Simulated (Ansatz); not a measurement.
`OCS` and `CSCO` differ in one atom or group.

Ansatz, PBE0-D4/def2-TZVP geometries, multiplicity 1. Each molecule was computed in one conformer, which needn't be the lowest.

```
                                                                                  property  `OCS`
                                        size of the dipole moment (ωB97M-V/def2-TZVPP) / D   2.42
                                            size of the dipole moment (PBE/def2-TZVPP) / D   2.36
ideal-gas entropy at 298 K and 1 bar (rigid rotor, harmonic PBE0-D4/def2-TZVP) / J/(mol·K)    282
                                                       HOMO–LUMO gap (PBE/def2-TZVPP) / eV   5.39
                                                       HOMO energy (B3LYP/def2-TZVPP) / eV  -6.86
                                                       LUMO energy (B3LYP/def2-TZVPP) / eV   0.15
```

(1) Give the same properties after the change, and the shifts. (Estimate.)

Results:

(1) The calculation gave: 
```tsv
property	`CSCO`	shift
size of the dipole moment (ωB97M-V/def2-TZVPP) / D	0.30	-2.12
size of the dipole moment (PBE/def2-TZVPP) / D	0.32	-2.04
ideal-gas entropy at 298 K and 1 bar (rigid rotor, harmonic PBE0-D4/def2-TZVP) / J/(mol·K)	313	31
HOMO–LUMO gap (PBE/def2-TZVPP) / eV	5.32	-0.07
HOMO energy (B3LYP/def2-TZVPP) / eV	-6.43	0.43
LUMO energy (B3LYP/def2-TZVPP) / eV	0.58	0.43
```

With PBE0 the HOMO rises by 0.46 eV and the LUMO rises by 0.40 eV, so the gap narrows by about 0.06 eV. PBE moves the HOMO by 0.44 eV and ωB97M-V by 0.47 eV. The zero-point energy changes by 79.0 kJ/mol with +9 modes. Dipoles are sizes alone; their direction can turn.

B3LYP here is the variant with VWN-RPA as its local correlation; programs differ in this.
